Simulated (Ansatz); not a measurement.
# CH₄MgS (SMILES C[S][MgH]): one structure at several levels

How do the functionals fare away from a minimum? The structure is a structure displaced at random from a GFN2-xTB minimum.

Method: single points in def2-TZVPP; program: Ansatz 0.2.0, Gaussian basis.

Correlated methods freeze the cores. The outer core shell of Li, Na, Mg and K is correlated. B3LYP uses VWN-RPA correlation.

## (1) The starting structure

SMILES `C[S][MgH]`, 7 atoms, charge 0, spin multiplicity 1.

Atoms are counted from 1 here; the program's logs count them from 0.

Bond lengths: C1–S2 1.919 Å, C1–H4 0.956 Å, C1–H5 1.166 Å, C1–H6 1.342 Å, S2–Mg3 2.356 Å, Mg3–H7 1.778 Å. Angles: S2–C1–H4 112.9°, S2–C1–H5 109.2°, S2–C1–H6 100.1°, H4–C1–H5 119.3°, H4–C1–H6 103.4°, H5–C1–H6 110.1°, C1–S2–Mg3 85.7°, S2–Mg3–H7 126.1°.

Coordinates:

```
atom    x (Å)    y (Å)    z (Å)
  C1  -0.5806   0.5185  -0.2017
  S2  -0.7206  -0.4978   1.4200
 Mg3   1.1942  -1.6400   0.6598
  H4  -0.9262   0.0544  -0.9626
  H5   0.4793   1.0016  -0.2611
  H6  -1.5042   1.4629   0.0325
  H7   2.1811  -1.2038  -0.7533
```

## (2) CCSD(T)/def2-TZVPP

Contents of run/in.yaml:

```yaml
crystal:
  periodic: [false, false, false]
  atoms:
    - {symbol: C, position_ang: [-0.580600, 0.518500, -0.201700]}
    - {symbol: S, position_ang: [-0.720600, -0.497800, 1.420000]}
    - {symbol: Mg, position_ang: [1.194200, -1.640000, 0.659800]}
    - {symbol: H, position_ang: [-0.926200, 0.054400, -0.962600]}
    - {symbol: H, position_ang: [0.479300, 1.001600, -0.261100]}
    - {symbol: H, position_ang: [-1.504200, 1.462900, 0.032500]}
    - {symbol: H, position_ang: [2.181100, -1.203800, -0.753300]}
basis:
  gaussian: {orbitals: def2-TZVPP}
correlation: {method: ccsd_t}
output: {forces: true}
```

No record of the launch command was kept for these runs.

## (3) PBE0-D4/def2-TZVPP

run/in.yaml, as its differences from that of step 2:

```diff
@@ -12,3 +12,3 @@
   gaussian: {orbitals: def2-TZVPP}
-correlation: {method: ccsd_t}
-output: {forces: true}
+hamiltonian: {xc: pbe0, dispersion: d4}
+output: {forces: true, orbitals: {seedname: orbitals}}
```

## (4) wB97M-V/def2-TZVPP

run/in.yaml, as its differences from that of step 3:

```diff
@@ -12,3 +12,3 @@
   gaussian: {orbitals: def2-TZVPP}
-hamiltonian: {xc: pbe0, dispersion: d4}
-output: {forces: true, orbitals: {seedname: orbitals}}
+hamiltonian: {xc: {name: wB97M-V}}
+output: {forces: true}
```

## (5) r2SCAN-D4/def2-TZVPP

run/in.yaml, as its differences from that of step 4:

```diff
@@ -12,3 +12,3 @@
   gaussian: {orbitals: def2-TZVPP}
-hamiltonian: {xc: {name: wB97M-V}}
+hamiltonian: {xc: r2scan, dispersion: d4}
 output: {forces: true}
```

## (6) PBE-D4/def2-TZVPP

run/in.yaml, as its differences from that of step 5:

```diff
@@ -12,3 +12,3 @@
   gaussian: {orbitals: def2-TZVPP}
-hamiltonian: {xc: r2scan, dispersion: d4}
+hamiltonian: {xc: pbe, dispersion: d4}
 output: {forces: true}
```

## (7) B3LYP-D4/def2-TZVPP

run/in.yaml, as its differences from that of step 6:

```diff
@@ -12,3 +12,3 @@
   gaussian: {orbitals: def2-TZVPP}
-hamiltonian: {xc: pbe, dispersion: d4}
+hamiltonian: {xc: {name: B3LYP}, dispersion: d4}
 output: {forces: true}
```

## (8) SPW92/def2-TZVPP

run/in.yaml, as its differences from that of step 7:

```diff
@@ -12,3 +12,3 @@
   gaussian: {orbitals: def2-TZVPP}
-hamiltonian: {xc: {name: B3LYP}, dispersion: d4}
+hamiltonian: {xc: lda}
 output: {forces: true}
```

(Steps that only read results are left out.)

Before running it: what results should come out? Wanted: energy less free atoms, CCSD(T)/def2-TZVPP; RMS force component; RMS force error; HOMO and LUMO, PBE0-D4; T1 diagnostic.

As calculated:

| quantity | value |
| --- | --- |
| energy less free atoms, CCSD(T)/def2-TZVPP | -1846.8 kJ/mol |
| RMS force component | 2.757 to 2.839 eV/Å over the methods |
| RMS force error | PBE0-D4 0.095, wB97M-V 0.079, r2SCAN-D4 0.039, PBE-D4 0.122, B3LYP-D4 0.054, SPW92 0.198 eV/Å |
| HOMO and LUMO, PBE0-D4 | -6.32 and -2.08 eV |
| T1 diagnostic | 0.011 |

What this shows: Against CCSD(T) the functionals' energies less atoms differ by -330.4 to -55.4 kJ/mol, PBE-D4 by -92.0 kJ/mol. A larger basis would deepen the CCSD(T) value, while the functionals are nearly converged already, so the order here is not reliable. For forces r2SCAN-D4 does best and SPW92 worst. Frozen-core CCSD(T) forces in triple zeta carry basis errors of their own, and this is one geometry, so small gaps rank nothing.
